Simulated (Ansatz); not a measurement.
[H···H···F], doublet in cc-pVTZ: errors against UCCSDT(Q)

Geometry: a point of a hydrogen-transfer path between rigid fragments, not a stationary point.

```yaml
atoms:
  - { symbol: H, position_ang: [0.0000, 0.0000, -0.9550] }
  - { symbol: H, position_ang: [0.0000, 0.0000, 0.0090] }
  - { symbol: F, position_ang: [0.0000, 0.0000, 0.9460] }
```

Basis cc-pVTZ; Ansatz 0.2.0. Only valence electrons are correlated (noble-gas cores frozen), which leaves 9 electrons in 57 orbitals. Prefix R: restricted or restricted open-shell reference; prefix U: unrestricted. Active spaces: valence = (9e, 6o) chosen from the atoms' valence shells.

Full CI isn't at hand for all of this; UCCSDT(Q) serves as the reference, and is uncertain by about the last step of the cluster series. The frozen core follows each run's orbitals, which can shift R against U totals by a few meV.

For open shells CISD is restricted-active-space CI with the open shells as a complete middle space.

```
UHF ⟨S²⟩                          : 0.758
T1 diagnostic (RCCSD)             : 0.0182
largest doubles amplitude (RCCSD) : 0.037
T1 diagnostic (UCCSD)             : 0.0109
```

**Question.** From what is known of these methods and the diagnostics, rank them by the size of their error in total energy against UCCSDT(Q) in cc-pVTZ, smallest first (an estimate: the text doesn't fix the numbers).
A. RCCSDT(Q)
B. RMP2
C. MRCISD (valence space)
D. CISD
E. NEVPT2 (valence space)

**Answer.** A (0.1 kJ/mol), B (28.5 kJ/mol), C (39.3 kJ/mol), D (47.4 kJ/mol), E (83.9 kJ/mol).

All errors are against UCCSDT(Q) in cc-pVTZ. Within each family the higher level lies nearer, as is usual though not guaranteed.

Natural occupations of CASSCF (valence space) about the gap: 2.000 2.000 2.000 1.980 1.002 0.019; effectively unpaired electrons, Σ n²(2−n)², 1.00.
